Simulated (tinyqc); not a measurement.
Inside a calculation. Method: Pariser-Parr-Pople SCF with singles CI, for the molecule N=CC=O (SMILES; centres numbered as the heavy atoms are written). One step of it, computed by the program tinyqc.

Problem. Singles CI, triplets. Over the 4 single excitations with the smallest orbital gaps: A = (e_a - e_i) delta - (ij|ab), with (pq|rs) = sum c_mp c_mq gamma_mn c_nr c_ns.

orbital energies (eV): [-15.474386, -13.310518, -2.715112, 0.990940]

coefficients, order 1N, 2C, 3C, 4O:
```
[[0.412944, 0.648213, 0.544527, 0.335839],
 [0.461611, 0.428090, -0.485613, -0.606493],
 [0.511396, -0.224476, -0.519464, 0.646716],
 [0.595707, -0.588361, 0.444778, -0.318020]]
```

repulsion gamma_rs (eV), order 1N, 2C, 3C, 4O:
```
[[12.300000, 7.727166, 5.296663, 3.740274],
 [7.727166, 11.130000, 7.555018, 5.413077],
 [5.296663, 7.555018, 11.130000, 8.102761],
 [3.740274, 5.413077, 8.102761, 15.200000]]
```

Give: triplet CI matrix; triplet excitation energies.

Solution.

triplet CI matrix (eV), order 2>3, 1>3, 2>4, 1>4:
```
[[2.8905, -0.0606, -0.2025, -1.9708],
 [-0.0606, 4.9758, -1.9708, 0.6892],
 [-0.2025, -1.9708, 6.8585, 0.0481],
 [-1.9708, 0.6892, 0.0481, 8.5346]]
```

triplet excitation energies (eV): [2.2606, 3.6617, 8.0494, 9.2877]
